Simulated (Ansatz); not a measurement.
**Strontium, fcc: convergence with Fermi-Dirac smearing**

Computed with Ansatz, LDA, scalar-relativistic PAW, on the relaxed cell (a = 5.806 Å; spin not included). Errors count from a run at 420 eV on a Γ-centred 15×15×15 mesh with Fermi-Dirac smearing of 0.1 eV, extrapolated to zero width. Fixed here: cutoff 420 eV, mesh 9×9×9. The SCF starts from atomic densities corrected by a trained network.

```csv
width (eV),E(σ→0) error (meV/atom),F error (meV/atom),P (GPa),SCF iterations
0.01,0.4,0.4,-0.05,6
0.03,0.9,-0.1,-0.05,6
0.1,3.3,-17.8,-0.03,6
0.2,3.6,-81.4,0.05,6
0.3,3.3,-187.8,0.15,6
0.6,-42.1,-733.9,0.54,6
1.0,-225.1,-1860.6,1.39,7
```
